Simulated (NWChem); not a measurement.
A series in which one site is exchanged, each optimised at PBE0/def2-SVP with NWChem, gas phase unless a solvent is named. For some, no frequency run checked for a minimum. def2 effective core potentials on Te; no spin-orbit coupling.

A: C[TeH] (CH4Te; site = Te)
B: CO (CH4O; site = O)
C: CS (CH4S; site = S)
D: [MgH][CH3] (CH4Mg; site = Mg)

```
quantity                                               A     B  C     D
--------------------------------------------------  ----  ----  -  ----
dipole (D), PBE0/def2-SVP                           1.10  1.64  …  0.50
orbital gap (eV), PBE0/def2-SVP                     5.56  9.44  …  6.61
static polarisability, CAM-B3LYP/def2-SVPD (bohr³)  56.5  21.0  …  44.4
```

### Question
Fill in the missing entries.

### Answer

- dipole (D), PBE0/def2-SVP, C: 1.58
- orbital gap (eV), PBE0/def2-SVP, C: 7.69
- static polarisability, CAM-B3LYP/def2-SVPD (bohr³), C: 36.3
